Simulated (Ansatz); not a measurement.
Ansatz (an electronic-structure program) input:

Ansatz 0.2 input:
```yaml
crystal:
  periodic: [false, false, false]
  atoms:
    - {symbol: H, position_ang: [0.02111205, -0.00143336, 2.12185248]}
    - {symbol: N, position_ang: [0.01112652, -0.00075541, 1.11826362]}
    - {symbol: C, position_ang: [0.00946073, 1.12191629, 0.33153769]}
    - {symbol: C, position_ang: [-0.00287711, -1.12236327, 0.33014438]}
    - {symbol: C, position_ang: [-0.00584339, 0.71143788, -0.97956154]}
    - {symbol: C, position_ang: [-0.01365831, -0.71011385, -0.98044408]}
    - {symbol: H, position_ang: [0.01917266, 2.10750118, 0.76352653]}
    - {symbol: H, position_ang: [-0.00400481, -2.10853097, 0.76090912]}
    - {symbol: H, position_ang: [-0.01087228, 1.35755136, -1.84125406]}
    - {symbol: H, position_ang: [-0.02578477, -1.35506260, -1.84293812]}
basis:
  gaussian:
    orbitals: aug-cc-pVDZ
magnetization: {spin_polarized: false}
correlation: {method: ccsd_t, electrons: outside_noble_gas}
output: {forces: true}
```

Question: Predict the final energy.

Answer: -209.62157 Eh (CCSD(T)/aug-cc-pVDZ). The basis has 160 functions. The run takes around 9 core-minutes (rough).
